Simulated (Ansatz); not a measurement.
in.yaml

```yaml
crystal:
  periodic: [false, false, false]
  atoms:
    - {symbol: N, position_ang: [-1.113173, -0.017258, -0.026862]}
    - {symbol: H, position_ang: [-1.410452, 0.950575, -0.026861]}
    - {symbol: H, position_ang: [-1.410452, -0.419557, 0.853398]}
    - {symbol: H, position_ang: [-0.025173, -0.017258, -0.026862]}
    - {symbol: O, position_ang: [1.153827, -0.017257, -0.026862]}
basis:
  gaussian: {orbitals: cc-pVDZ}
magnetization: {spin_polarized: false, initial_magnetization: 2}
correlation: {method: sc_nevpt2, electrons: valence, active_space: {window: {electrons: 2, orbitals: 8}}}
```

```sh
$ ansatz run in.yaml --threads 1 --pin off --events-out ev --progress --plain --max-ram 2393MiB
```

Log:

```
393 factors; integrals over basis functions are off by at most 1.2e-3 eV
mean field evaluation 1: about -3559.4102 eV, gradient 2.0e1 eV
mean field evaluation 2: about -3559.4377 eV, gradient 2.0e1 eV
mean field evaluation 4: about -3561.9400 eV, gradient 3.6e0 eV
mean field evaluation 8: about -3562.3248 eV, gradient 1.4e0 eV
mean field evaluation 16: about -3562.3564 eV, gradient 1.0e-6 eV
mean field evaluation 32: about -3562.3009 eV, gradient 1.1e-2 eV
mean field evaluation 64: about -3562.3009 eV, gradient 5.2e-3 eV
mean field evaluation 96: about -3562.3521 eV, gradient 8.0e-1 eV
mean field evaluation 128: about -3560.1151 eV, gradient 2.0e1 eV
mean field evaluation 160: about -3562.2716 eV, gradient 1.3e0 eV
mean field evaluation 192: about -3562.3559 eV, gradient 1.9e-1 eV
mean field -3562.35642155 eV, -130.9141838401 hartree, gradient 9.4e-6 eV, S^2 2.000000; 13 other end points of the search recorded, 0 dependent functions left out
reference -3562.35642155 eV, -130.9141838401 hartree; 10, 8 occupied and 33, 35 virtual orbitals, 393 factors
state -3562.55761016 eV, -130.9215773853 hartree
state -3562.55761016 eV, -130.9215773853 hartree; corrected -3570.81627199 eV, -131.2250776096 hartree
Total energy: -3570.81627199 eV, -131.2250776096 hartree
```

Ran on 1 thread of Arm Neoverse V2, shared host: 5.5 s wall, 0.08 GiB peak host memory.
